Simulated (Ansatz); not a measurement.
System: CH, charge 1, singlet. A triplet may lie lower; no result for it is given here. CH+ (parent SMILES [CH], singlet).
B3LYP-D3(BJ)/def2-TZVP minimum from Ansatz (a quantum-chemistry and plane-wave program):
```
C
H 1 1.1375
```
Charge +1, spin multiplicity 1.

Total energies in cc-pV5Z, 4 correlated electrons, 1 frozen orbitals. UHF or UKS for unpaired electrons; spin-orbit terms are left out. Correlated methods leave the cores frozen. No relativity. The restricted determinant of CH+ (parent SMILES [CH], singlet) is unstable towards broken spin symmetry in at least one set run.

| method | program | energy (Eh) | error against FCI (mEh) |
|---|---|---|---|
| HF | Ansatz | -37.90967 | 122.68 |
| MP2 | Ansatz | -38.00278 | 29.58 |
| CCSD | Ansatz | -38.02943 | 2.93 |
| CCSD(T) | Ansatz | -38.03186 | 0.50 |
| CCSDT(Q) | Ansatz | -38.03232 | 0.03 |
| FCI | Ansatz | -38.03236 | 0.00 |

Rough core times of Ansatz's runs on a shared machine: CCSD(T) under 20 s, CCSDT(Q) 40 s, FCI 3 min.
